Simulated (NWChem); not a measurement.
System: SiH$_{3}$ cation

```xyz
4

Si     0.0000     0.0000     0.0000
H      1.1933    -0.8948     0.0000
H     -1.3716    -0.5861     0.0000
H      0.1782     1.4809     0.0000
```
Atoms are numbered in this order, from 1.

Computed with NWChem. Pople sets run with spherical d functions. Structure relaxed at the PBE-D3(BJ)/def2-SVP level. Vertical excitations in the gas phase; the lowest state need not have the same character in each row.

```tsv
level	lowest excitation, singlet (eV)	oscillator strength of that lowest state	lowest state with f > 0.02, singlet (eV)	oscillator strength of that bright state	orbital gap (eV)
PBE/6-31+G*, TDA	5.25	0.000	10.01	0.070	5.05
B3LYP/6-31+G*, TDA	5.51	0.000	10.45	0.114	6.94
LRC-wPBEh/6-31+G*, TDA	5.57	0.000	10.77	0.128	11.09
PBE0/6-31+G*, TDA	5.57	0.000	10.63	0.112	7.43
```
